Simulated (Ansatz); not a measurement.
# SiN₂H (doublet): wave-function methods side by side, def2-QZVPP

The task here is to estimate one member of a computed series from the others.

The runs use Ansatz 0.2.0, Gaussian basis; def2-QZVPP, core rule «outside noble gas», up to 7 orbitals frozen.

To be run: UHF; ROHF; CCSD(T) on UHF.

## The geometry

The geometry is a PBE0/def2-TZVP stationary point (not a proven minimum) of the parent state, kept for this charge and spin.

4 atoms, charge 0, spin multiplicity 2.

Atoms are counted from 1 here; the program's logs count them from 0.

Bond lengths: N1–Si2 1.697 Å, Si2–N3 1.697 Å, Si2–H4 1.480 Å. Angles: N1–Si2–N3 124.0°, N1–Si2–H4 118.0°, N3–Si2–H4 118.0°.

The first run:

in.yaml

```yaml
crystal:
  periodic: [false, false, false]
  atoms:
    - {symbol: N, position_ang: [0.000000, -0.431982, 1.498918]}
    - {symbol: Si, position_ang: [0.000000, 0.364687, 0.000000]}
    - {symbol: N, position_ang: [0.000000, -0.431982, -1.498918]}
    - {symbol: H, position_ang: [0.000000, 1.844223, 0.000000]}
basis:
  gaussian: {orbitals: "def2-QZVPP.json"}
magnetization: {spin_polarized: true, initial_magnetization: 1}
hamiltonian: {xc: hf}
output: {orbitals: {seedname: orbitals}}
```

Started as:

```bash
ansatz run in.yaml --threads 1 --pin off --events-out ev --progress --plain --max-ram 2393MiB
```

Steps of the session up to this table: UHF; ROHF; CCSD(T) on UHF.

One table of the session follows, with a row left open; its other results are not shown here.

```
  method  from UCCSD(T) (meV)
    ROHF                    ?
     UHF             +13173.0
    UMP2              +2157.0
   UCCSD               +672.6
UCCSD(T)                    0
```

**Question.** Estimate the row for ROHF.

The run gave: from UCCSD(T) (meV): +15888.8. In the column «from UCCSD(T) (meV)» it is the highest.

The program flags UCCSD(T) as in doubt (see the logs), so the zero of the table is itself unsure.

To keep in mind: The determinant is far from a pure spin state, so its energy mixes those of several spin states (harmless only where they are near-degenerate, as at dissociation). The program flags UCCSD(T) as in doubt, so the zero of the table is itself unsure.
